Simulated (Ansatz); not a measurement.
System: fcc Pt. Method: HSE06 (plane waves, PAW; Ansatz, an electronic-structure program).

Run with plane-wave cutoff 460 eV, 14×14×14 k mesh, Fermi–Dirac smearing 0.05 eV, scalar-relativistic PAW data made under PBE.

The volume scan:

```
V (Å³/atom)  E − E_lowest (meV/atom)  P (GPa)
-----------  -----------------------  -------
14.368                         36.60    16.39
14.747                          8.65     7.54
15.108                          0.00     0.32
15.503                          7.69    -6.37
15.881                         29.24   -11.73
```

### Question
Estimate the bulk modulus from the pressures at 14.747 and 15.503 Å³/atom, and compare it with a fit to all energies.

### Answer
B = −V dP/dV. Between V = 14.747 and 15.503 Å³/atom, dP/dV = (-6.37 − (7.54))/(15.503 − 14.747) = -18.4 GPa per Å³/atom; at the midpoint 15.125 Å³/atom this gives B ≈ 278 GPa. The third-order Birch–Murnaghan fit gives V0 = 15.125 Å³/atom, B0 = 277 GPa, B′ = 5.6, which lies within 1 % of that estimate.

Measured, for comparison: bulk modulus 289 GPa (corrected for temperature and zero-point phonon effects; as tabulated in Levämäki et al. (2014), arXiv:1402.3671); equilibrium volume per atom 14.98 Å³/atom (static lattice: zero-point anharmonic expansion removed; as tabulated in Mejia-Rodriguez and Trickey (2018), arXiv:1807.09216). Computed (rounded) less measured: bulk modulus -4 %, equilibrium volume per atom +1.0 %.

Spin–orbit coupling is not included.

The computed numbers hold no vibrational or temperature effects.

It cost roughly 13 core-minutes of CPU time.
